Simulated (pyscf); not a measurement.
`[O]=[B][OH]` + `[CH4]` -> `[CH3][B]([OH])[OH]` (addition across a multiple bond or ene-type step; singlet surface; C–H broken, B–C, H–O formed). Optimised with ωB97X-D3(BJ)/def2-SVP in PySCF. Correlated levels are frozen-core, on RHF or UHF. ΔMP2 is the change of the MP2 total energy from the triple- to the quadruple-zeta basis. Rate constants from transition-state theory at the high-pressure limit, CCSD(T)/def2-TZVPP + ΔMP2(QZVPP) energies (ideal gas, 1 atm, RRHO with modes under 100 cm⁻¹ raised to 100, one conformer, R ln 2 for chiral ones without a mode under 150 cm⁻¹; no tunnelling), k in cm³ molecule⁻¹ s⁻¹.

| T (K) | 1000/T | log10 k |
|---|---|---|
| 298 | 3.354 | -46.07 |
| 600 | 1.667 | ? |
| 900 | 1.111 | -23.28 |
| 1200 | 0.833 | -20.23 |

Problem. Fit an Arrhenius line to the three values, give the activation energy, and predict k at 600 K.

Solution. Least squares gives log10 k = -11.82 − 10.22 × 1000/T, so Ea = 10.22 × ln 10 × 1.987 = 46.8 kcal/mol, against an electronic barrier of 45.9. At 600 K the line gives -28.85; the computed value is -29.10 (ΔG‡ = 63.5 kcal/mol), a factor 1.8 under the line, since the plot is curved. On the product side the descent ends in a point that may be a rotor saddle (no frequency run), 2.2 kcal/mol over the lowest minimum found and 68.2 kcal/mol under the saddle at ωB97X-D3(BJ)/def2-TZVP. This is the saddle that the search found; another between the same sides may lie lower. The CCSD(T) − MP2 part came from Ansatz, without density fitting, on the same reference.
